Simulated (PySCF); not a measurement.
acetic acid (C2H4O2), SMILES C(O)(=O)C.

Geometry: PBE0-D3(BJ)/def2-SVP. One conformer was computed; it need not be the lowest.

Computed with TDDFT-B3LYP/def2-SVPD (PySCF 2.14.0).

Vertical excitations.  State labels are in the subgroup Cs.

```tsv
state	symmetry	energy (eV)	λ (nm)	f	main pairs
S1	A"	5.84	212	0.000	HOMO→LUMO 99 %
S2	A'	7.12	174	0.053	HOMO→LUMO+1 97 %
S3	A'	7.99	155	0.012	HOMO→LUMO+2 81 %, HOMO−1→LUMO 16 %
S4	A"	8.22	151	0.002	HOMO−1→LUMO+1 97 %
S5	A'	8.65	143	0.167	HOMO−1→LUMO 73 %, HOMO→LUMO+2 16 %
S6	A'	9.06	137	0.006	HOMO→LUMO+3 97 %
S7	A"	9.13	136	0.001	HOMO→LUMO+4 98 %
S8	A"	9.22	134	0.000	HOMO−1→LUMO+2 94 %
S9	A"	9.24	134	0.000	HOMO−3→LUMO 97 %
S10	A'	9.37	132	0.003	HOMO→LUMO+5 93 %
T1	A"	5.33	233	0	HOMO→LUMO 98 %
T2	A'	6.22	199	0	HOMO−1→LUMO 94 %
T3	A'	6.95	178	0	HOMO→LUMO+1 97 %
T4	A'	7.90	157	0	HOMO→LUMO+2 96 %
```
Triplets are in the Tamm–Dancoff approximation, which puts them higher than full response would, so one can lie above its singlet here.
